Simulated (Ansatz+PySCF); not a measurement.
Values are calculated unless marked as measured or tabulated.
Input for Ansatz (development build ahead of 0.2.0):

```yaml
crystal:
  periodic: [false, false, false]
  atoms:
    - { symbol: C, position_ang: [0.06229, 0.58421, 0.0] }
    - { symbol: O, position_ang: [0.06229, -0.59006, 0.0] }
    - { symbol: H, position_ang: [-0.87201, 1.21521, 0.0] }
basis:
  gaussian: { orbitals: cc-pVTZ }
magnetization:
  spin_polarized: true
  initial_magnetization: 1
hamiltonian:
  xc: hf
correlation:
  method: mp2
  frozen_orbitals: { C: 1, H: 0, O: 1 }
output:
  forces: true
```

The input is written out in the form of the current development build from the run's settings.

The run gave:

- Converged: yes
- Reference energy: -113.29257 hartree
- Correlation energy: -0.36754 hartree
- Total energy: -113.66011 hartree
- Spin squared of the determinant: 0.765
- Stability test: minimum
- Occupied orbitals by symmetry in an Abelian subgroup (alpha; beta): 7 A' 1 A''; 6 A' 1 A''

Forces (eV/Å):
| atom | Fx | Fy | Fz |
| --- | --- | --- | --- |
| C1 | -0.210 | 0.883 | 0.000 |
| O2 | 0.011 | -0.762 | 0.000 |
| H3 | 0.199 | -0.121 | 0.000 |
